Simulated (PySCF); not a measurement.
Compound: C2H6OP2.
SMILES with atom numbers: `[O:1]=[P:2]1([PH2:3])[CH2:4][CH2:5]1`

Geometry (PBE0-D3(BJ)/def2-SVP, Å), atoms numbered from 1 in this order:
```xyz
11
C2H6OP2 angstrom
O      0.8240   -1.8007   -1.1185
P      0.4060   -0.5605   -0.3949
P      1.8961    0.9146    0.2562
C     -0.9938   -0.4109    0.7250
C     -1.1386    0.3305   -0.6275
H      2.7739   -0.0975    0.7492
H      2.5198    0.9478   -1.0278
H     -0.9172    0.1895    1.6373
H     -1.6098   -1.3094    0.8409
H     -1.8361   -0.1205   -1.3418
H     -1.1630    1.4251   -0.6210
```

NICS = −σ at a ghost point: NICS(0) at the centroid of the ring atoms, NICS(1) 1 Å to either side along the normal of their mean plane, zz for the tensor component along that normal. Level: GIAO HF/pcSseg-2 (PySCF, non-relativistic, gas phase) on the PBE0-D3(BJ)/def2-SVP geometry, one conformer.

Ring bond lengths (Å): P2–C4 1.799, C4–C5 1.549, C5–P2 1.798.

Task: Give the NICS values of each ring in ppm.

Result: 
| ring | type | NICS(0) | NICS(1), two faces | NICS(1)zz, two faces | rms pucker (Å) | centre to ring atoms, mean (Å) |
| --- | --- | --- | --- | --- | --- | --- |
| P2–C4–C5 | 3-membered ring with P; formal bonds all single | -23.5 | -4.6 / -9.0 | -9.4 / -18.3 | 0.00 | 0.99 |

Task: What can be read from them?

Result: 
- P2–C4–C5: mean NICS(1)zz -13.9 ppm, shielded. P2, C4, C5 have four or more neighbours; no verdict on aromaticity is drawn. The two faces differ by 8.9 ppm, so no symmetry operation interchanges them. NICS(0) lies 17 ppm below the mean NICS(1).

Task: How shielded are the nuclei of the rings and their hydrogens (means over atoms taken as equivalent)?

Result: 
```
  atoms                     environment  σ isotropic (ppm)
     P2           phosphoryl phosphorus              427.0
C4 (×2)  sp3 carbon bound to phosphorus              184.2
H8 (×2)              methylene hydrogen              30.91
H9 (×2)              methylene hydrogen              29.92
```

Task: How do the values depend on the level or the medium?

Result: 
```csv
level,"NICS(0), P2–C4–C5","mean NICS(1)zz, P2–C4–C5"
"HF/pcSseg-2, gas",-23.5,-13.9
"PBE0/pcSseg-1, gas",-23.8,-12.5
"PBE0/pcSseg-1, IEF-PCM benzene",-24.1,-12.7
"PBE0/pcSseg-1, IEF-PCM methanol",-24.4,-12.8
```

The geometry is the same throughout; the continuum's cavity takes Bondi-type radii × 1.2.
